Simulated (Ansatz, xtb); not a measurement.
# C5H9F: which of two isomers lies lower

Structure a: `C=CC[C@@H](C)F`, a singlet. Structure b: `C=CC(C)(C)F`, a singlet. Both are isolated molecules in the gas phase, relaxed with PBE0-D3(BJ)/def2-SVP; each stands in its lowest conformer found.

a (Å):

```
atom    x (Å)    y (Å)    z (Å)
   C  -2.6706  -0.7406  -1.3182
   C  -1.8617  -0.6663  -0.2608
   C  -0.4019  -0.3451  -0.3101
   C  -0.0145   0.8431   0.5633
   C  -0.6941   2.1396   0.1933
   F  -0.3327   0.5343   1.8771
   H  -2.3020  -0.5638  -2.3344
   H  -3.7301  -0.9875  -1.2107
   H  -2.2675  -0.8478   0.7415
   H  -0.0808  -0.1499  -1.3462
   H   0.1756  -1.2150   0.0493
   H   1.0825   0.9696   0.5235
   H  -1.7878   2.0274   0.2251
   H  -0.4005   2.9352   0.8929
   H  -0.4096   2.4474  -0.8241
```

b (Å):

```yaml
atoms:
  - { symbol: C, position_ang: [2.4912, 0.7687, -0.8930] }
  - { symbol: C, position_ang: [1.2321, 0.6311, -1.3017] }
  - { symbol: C, position_ang: [0.2438, -0.3281, -0.6949] }
  - { symbol: C, position_ang: [-0.2036, -1.3630, -1.7162] }
  - { symbol: C, position_ang: [-0.9307, 0.4198, -0.0820] }
  - { symbol: F, position_ang: [0.8694, -1.0186, 0.3368] }
  - { symbol: H, position_ang: [3.1684, 1.4815, -1.3693] }
  - { symbol: H, position_ang: [2.8761, 0.1667, -0.0662] }
  - { symbol: H, position_ang: [0.8454, 1.2346, -2.1313] }
  - { symbol: H, position_ang: [0.6664, -1.9258, -2.0828] }
  - { symbol: H, position_ang: [-0.9122, -2.0665, -1.2543] }
  - { symbol: H, position_ang: [-0.6960, -0.8820, -2.5739] }
  - { symbol: H, position_ang: [-1.4652, 1.0052, -0.8443] }
  - { symbol: H, position_ang: [-0.5703, 1.1064, 0.6971] }
  - { symbol: H, position_ang: [-1.6359, -0.2924, 0.3715] }
```

Q: Estimate E(b) − E(a) at the level CCSD(T)/def2-SVP + ΔMP2/def2-TZVPP.

A: Calculated at CCSD(T)/def2-SVP + ΔMP2/def2-TZVPP: E(b) − E(a) = −3.2 kcal/mol, so structure b lies lower.

How the difference moves with the method:

```
                             level              geometry  E(b) − E(a) (kcal/mol)  departure from the last row (kcal/mol)  job, with rough time for the two
                          GFN2-xTB              GFN2-xTB                      −1.6                                    +1.6              optimisation, 0.13 s
                         HF/STO-3G              GFN2-xTB                      −2.2                                    +1.0              single point, 0.44 s
                r2SCAN-D4/def2-SVP              GFN2-xTB                      −3.8                                    −0.6               single point, 5.2 s
              PBE0-D3(BJ)/def2-SVP  PBE0-D3(BJ)/def2-SVP                      −2.6                                    +0.5                optimisation, 55 s
                       HF/def2-SVP  PBE0-D3(BJ)/def2-SVP                      −2.1                                    +1.1           part of the CCSD(T) run
                      MP2/def2-SVP  PBE0-D3(BJ)/def2-SVP                      −3.7                                    −0.5           part of the CCSD(T) run
                  CCSD(T)/def2-SVP  PBE0-D3(BJ)/def2-SVP                      −3.5                                    −0.3                      single point
CCSD(T)/def2-SVP + ΔMP2/def2-TZVPP  PBE0-D3(BJ)/def2-SVP                      −3.2                                                        single point, 99 s
```

As drawn, both hold the same kinds of bond in the same numbers. Structure a has 1 methyl group, b 2.

None of the levels shown reverses the order. The largest departure from CCSD(T)/def2-SVP + ΔMP2/def2-TZVPP is that of GFN2-xTB, 1.6 kcal/mol. The last row adds to CCSD(T) the change of the MP2 difference between the two basis sets, here +0.3 kcal/mol.

With thermal terms from frequencies at re-optimised GFN2-xTB minima (ideal gas, soft modes damped towards free rotors, one conformer each, 298.15 K, 1 atm): the zero-point term adds −0.5 kcal/mol; ΔH is −3.6 and ΔG −3.5 kcal/mol.

The correlated steps freeze 6 core orbitals. Mirror images aren't counted in ΔG. Codes used: Ansatz 0.2.0, xtb 6.7.1; the last row on 2 threads of Arm Neoverse V1 on a shared host.
